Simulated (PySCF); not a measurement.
Adding and removing an electron: C2

UHF-CCSD(T); C def2-TZVPPD; no relativity (PySCF 2.14). Neutral (UHF): triplet (σ ↑, π ↑), Re = 1.319 Å, ωe = 1633 cm⁻¹, De = 5.98 eV.

C₂⁺ (UHF): quartet (σ ↑, π ↑↑), Re = 1.411 Å, ωe = 1347 cm⁻¹, De = 5.52 eV to C⁺ + C. The energies at the minima are -75.78205 hartree for C2 and -75.35461 for C₂⁺.

Problem. Work out the adiabatic ionisation energy, without and with harmonic zero-point energies (1 hartree = 27.2114 eV, 1 eV = 8065.5 cm⁻¹), and the change of the bond length.

Solution. At UHF-CCSD(T): 0.42744 hartree = 11.631 eV between the minima; the zero-point term (1347.0 − 1633.0)/2 cm⁻¹ = -0.018 eV makes it 11.614 eV. Re changes by +9.2 pm against the neutral. The electron leaves a π orbital, and the longer bond of the ion fits a bonding orbital, or a change in how ionic the bond is.

C₂⁻ (UHF): doublet (σ ↑), Re = 1.274 Å, ωe = 1781 cm⁻¹. The energies at the minima are -75.78205 hartree for C2 and -75.89899 for C₂⁻.

Problem. Work out the adiabatic electron affinity, without and with harmonic zero-point energies (1 hartree = 27.2114 eV, 1 eV = 8065.5 cm⁻¹), and the change of the bond length.

Solution. At UHF-CCSD(T): 0.11694 hartree = 3.182 eV between the minima; the zero-point term (1633.0 − 1781.0)/2 cm⁻¹ = -0.009 eV makes it 3.173 eV. Re changes by -4.5 pm against the neutral. The electron enters a π orbital, and the shorter bond of the ion fits a bonding orbital, or a change in how ionic the bond is.

Correlated steps freeze 2 core orbitals. States were picked by a PBE0 search and need not be the measured ground states.
